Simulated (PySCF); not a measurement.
Species: 1-chloro-2,2-difluoroethylene, C2HClF2.
SMILES: `FC(=CCl)F`

The closed-shell ground state was solved at several levels (PySCF, density fitting, gas phase, non-relativistic). Isolated species at its PBE0-D3(BJ)/def2-TZVP geometry, gas phase.

```csv
level,basis functions,HOMO (eV),LUMO (eV),gap (eV),dipole (D)
B97-2/pcSseg-2,201,-7.23,0.05,7.28,1.01
KT3/pcSseg-2,201,-6.27,-0.84,5.43,0.94
PBE0/pcSseg-2,201,-7.49,0.11,7.60,1.02
```

Question: What might wB97X-D/pcSseg-2 (201 basis functions) give for the same quantities?

Answer: HOMO -9.33 eV, LUMO 1.96 eV, gap 11.29 eV, dipole 1.05 D.

Question: Over all these levels, which gives the widest orbital gap and which the narrowest?

Answer: wB97X-D/pcSseg-2 (range-separated hybrid) has the widest, 11.29 eV, and KT3/pcSseg-2 (GGA) the narrowest, 5.43 eV. From the narrowest to the widest the HOMO moves by -3.06 eV and the LUMO by +2.80 eV.

Question: In the pcSseg-2 basis, how does the gap go with the fixed share of exact exchange?

Answer: KT3 (0 %) 5.43 eV; B97-2 (21 %) 7.28 eV; PBE0 (25 %) 7.60 eV. Each rise in the share widens the gap here.

Question: How far do the dipole and the HOMO energy spread over the levels?

Answer: The dipole runs from 0.94 to 1.05 D (mean 1.00 D) and the HOMO from -9.33 to -6.27 eV.
